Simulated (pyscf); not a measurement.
H₃Si–SiH₃ (SMILES [SiH3][SiH3]) + SiH₃• (SMILES [SiH3]) → •H₂Si–SiH₃ (SMILES [SiH2][SiH3]) + SiH₄ (SMILES [SiH4]), a hydrogen abstraction (doublet surface; H–Si broken, H–Si formed). Single points on ωB97X-D3(BJ)/def2-SVP structures (PySCF, gas phase). Energies in eV from the separated reactants.

Small-basis levels: PySCF, no dispersion term, spherical d functions. AM1 to PM7: differences of heats of formation from MOPAC, which are fitted to 298 K values and so differ in kind from electronic energies by zero-point and thermal terms. GFN2-xTB: tblite. Open shells are spin-unrestricted. 

| level | barrier | reaction energy |
|---|---|---|
| SVWN5/6-31G* | -0.19 | -0.13 |
| B3LYP/3-21G | 0.15 | -0.10 |
| B3LYP/LANL2DZ | 0.25 | -0.10 |
| M06-2X/6-31G* | 0.31 | -0.13 |
| GFN2-xTB | 0.15 | -0.31 |
| AM1 | -0.14 | -0.09 |
| PM7 | 0.39 | -0.11 |
| ωB97M-D3(BJ)/def2-TZVP | 0.30 | -0.15 |

Against the last row the barrier runs from -0.49 (SVWN5/6-31G*) to +0.09 eV (PM7). At SVWN5/6-31G*, AM1 this geometry lies under one side, so the entry may be no barrier of that level: it is a single point on another level's saddle. ωB97M-D3(BJ)/def2-TZVP has limits of its own. This is the saddle that the search found; another between the same sides may lie lower. The angle at the transferred H is 175°.
